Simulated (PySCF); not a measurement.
# POH2: relaxation and vibrations of the doublet

Aim: relax POH2 as a doublet from a trigonal pyramidal start, check by its vibrations whether the end is a minimum, and collect its spectrum and constants.

Program: PySCF 2.14.0. Level of theory: PBE0, basis P def2-TZVP, O def2-TZVP, H def2-TZVP, no relativity, density fitting. These are calculated values, not measurements.

**1. Starting geometry**

4 atoms, charge 0, spin multiplicity 2.

Bond lengths: P1–O2 1.590 Å, P1–H3 1.430 Å, P1–H4 1.430 Å. Angles: O2–P1–H3 99.8°, O2–P1–H4 99.8°, H3–P1–H4 99.8°.

```xyz
4
charge 0 multiplicity 2
P     0.0000   -0.5105    0.0000
O     0.1139    1.0754    0.0000
H    -0.9042   -0.6884   -1.0934
H    -0.9042   -0.6885    1.0935
```

**2. The SCF at the typed geometry**

One driver script runs all steps and calls PySCF; scf.py shows how it sets up the SCF of each step. The optimiser is the driver's own. After this first run the driver tries any further starts and a stability analysis.

Contents of scf.py:

```python
from pyscf import gto, scf, dft
mol = gto.M(atom='''
P      0.000000    -0.510530     0.000010
O      0.113940     1.075380    -0.000020
H     -0.904180    -0.688410    -1.093440
H     -0.904210    -0.688460     1.093480''',
    basis={'P': 'def2-TZVP', 'O': 'def2-TZVP', 'H': 'def2-TZVP'},
    charge=0, spin=1)
mf = dft.UKS(mol, xc='PBE0')
mf.grids.atom_grid = (50, 194)
aux = {'P': 'def2-universal-JKFIT', 'O': 'def2-universal-JKFIT', 'H': 'def2-universal-JKFIT'}
mf = mf.density_fit(auxbasis=aux)
mf.conv_tol = 1e-08
mf.diis_space = 10
mf.max_cycle = 60
mf.init_guess = 'minao'
mf.verbose = 4
mf.kernel()
```

On the command line:

```console
> OMP_NUM_THREADS=2 python axn.py task.json out
```

Further steps of the session: Relaxation: trigonal pyramidal start, doublet; Hessian and properties.

**Question.** What will these runs give? Wanted: minimum; geometry; wavenumbers; dipole moment; highest occupied, lowest empty level; polar-tensor charge of P1; zero-point energy; atomisation energy; ⟨S²⟩.

**Answer**, as computed:

```
                                          quantity                                                             value
                                           minimum                                                       doublet, Cs
                                          geometry    P–H 1.422 Å (×2), P–O 1.492 Å; H–P–H 102.4°, H–P–O 114.3° (×2)
                                wavenumbers (cm⁻¹)  782 (a'), 833 (a''), 1110 (a'), 1182 (a'), 2342 (a'), 2388 (a'')
                                     dipole moment                                                            2.97 D
highest occupied, lowest empty level (either spin)                                                   -7.20, -3.28 eV
                         polar-tensor charge of P1                                                           +0.67 e
                                 zero-point energy                                                       51.7 kJ/mol
                               entropy at 298.15 K                                                   246.3 J/(mol K)
         atomisation energy (no zero-point energy)                                                       1098 kJ/mol
                                              ⟨S²⟩                                                             0.757
```

What this shows: The molecule stays Cs, as typed, and the end point is a minimum. The strongest infrared band lies at 2388 cm⁻¹ (a'', stretch). Most of the spin sits on P1 (Mulliken spin 0.54, against 1 for the whole molecule). Other starts or spin states, not run here, may lie lower.
